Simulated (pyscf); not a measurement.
This saddle point was located with ωB97X-D3(BJ)/def2-SVP in PySCF.

```xyz
10

O     -0.4262     1.3124     0.0748
Si    -0.7677    -0.1946    -0.6609
O      0.6727    -0.8169    -1.0512
O     -1.7081    -0.0106    -1.9746
F     -1.5582    -0.9871     0.4883
H      0.5999     1.5165     0.3110
H      0.7558    -1.4478    -1.7734
H     -2.6468     0.1846    -1.8837
Cl     1.1334     1.5763     2.0908
H     -0.4525     1.3457     1.1419
```

Surface: singlet, charge 0. Lowest wavenumbers (cm⁻¹): 1192i, 35, 52, 151, 187.

Question: Name the species on either side of this saddle.

Answer: HO–Si(OH)(OH)–F + HCl ⇌ HO–Si(OH)(OH)–F + HCl, a four-centre exchange read from left to right: H–O, Cl–H broken and H–O, Cl–H formed. At ωB97M-D3(BJ)/def2-TZVP it lies +1.26 eV from the left side and +1.26 eV from the right (each side as separated species at their lowest minima found). On the reactant side the descent ends in a complex (not fully relaxed), 0.27 eV under the separated species and 1.56 eV under the saddle at ωB97X-D3(BJ)/def2-TZVP. On the product side the descent ends in a complex, 0.22 eV under the separated species and 1.51 eV under the saddle at ωB97X-D3(BJ)/def2-TZVP. One saddle was located; it need not be the lowest between these sides.
